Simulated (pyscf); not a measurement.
Structures and frequencies: ωB97X-D3(BJ)/def2-SVP in PySCF.

### Question
How much does it cost (ΔH, 298 K, ωB97M-D3(BJ)/def2-TZVP) to split HO–Sn(OH)(Cl)–Cl at its H–O bond into •O–Sn(OH)(Cl)–Cl + H•?

### Answer
H–O to •O–Sn(OH)(Cl)–Cl + H•: 494.3 kJ/mol. The 7 functionals that were run give +480.1 (r²SCAN) to +499.1 kJ/mol (M06-2X). Other isomers of •O–Sn(OH)(Cl)–Cl were not searched in full and may lie lower. Elements past Kr carry the def2 core potentials, without spin-orbit coupling.
